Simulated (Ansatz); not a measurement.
Geometry optimisation, RKS r2SCANh/def2-SVP in Ansatz.

Input file:

```yaml
crystal:
  periodic: [false, false, false]
  atoms:
    - { symbol: Al, position_ang: [-0.002513, 0.251459, -0.027949] }
    - { symbol: H, position_ang: [-0.141675, 0.307955, 1.53105] }
    - { symbol: F, position_ang: [1.540036, 0.3437, -0.652101] }
    - { symbol: H, position_ang: [-1.198327, 0.133843, -1.04788] }
    - { symbol: "N", position_ang: [0.0596, -2.51752, 1.380452] }
    - { symbol: H, position_ang: [-0.664443, -2.74234, 0.702568] }
    - { symbol: H, position_ang: [0.972036, -2.571091, 0.933234] }
    - { symbol: H, position_ang: [-0.084214, -1.552106, 1.738326] }
basis:
  gaussian: { orbitals: def2-SVP }
hamiltonian:
  xc: r2scanh
relax:
  f_tol: 0.03
  max_steps: 50
```

Command:

```bash
$ ansatz run input.yaml --threads 2 --pin off --max-ram 3072MiB --backend cpu --events-out ev --progress --plain --runs-dir out
```

Q: Where does it end, and by what steps?

A: The forces met the threshold. After 13 steps the energy has fallen by 1.452 eV; N5 moved furthest, 0.70 Å. Joined: Al1–N5 (3.11 → 2.06 Å).

```
step  energy less start (eV)  largest force component (eV/Å)  accepted
   0                  0.0000                           1.008       yes
   1                 -0.1009                           1.446       yes
   2                 -0.1891                           1.579       yes
   3                 -0.3483                           1.900       yes
   4                 -0.4861                           1.565       yes
   5                 -0.6384                           1.717       yes
   6                 -0.9566                           2.729       yes
   7                 -1.2056                           2.397       yes
   8                 -1.3830                           0.857       yes
   9                 -1.4414                           0.367       yes
  10                 -1.4493                           0.098       yes
  11                 -1.4500                           0.134       yes
  12                 -1.4515                           0.050       yes
  13                 -1.4517                           0.003       yes
```

```xyz
8
Properties=species:S:1:pos:R:3
Al -0.027 -0.045 0.189
H -0.202 0.844 1.501
F 1.550 -0.131 -0.421
H -1.186 -0.166 -0.900
N 0.044 -1.955 0.958
H -0.638 -2.596 0.555
H 0.975 -2.292 0.704
H -0.037 -2.006 1.973
```

Whether the end is a true minimum wasn't checked by a vibrational analysis.

Time of the run: 28 s on 2 threads of Arm Neoverse V2, with other jobs on the host, peak memory 0.15 GiB.
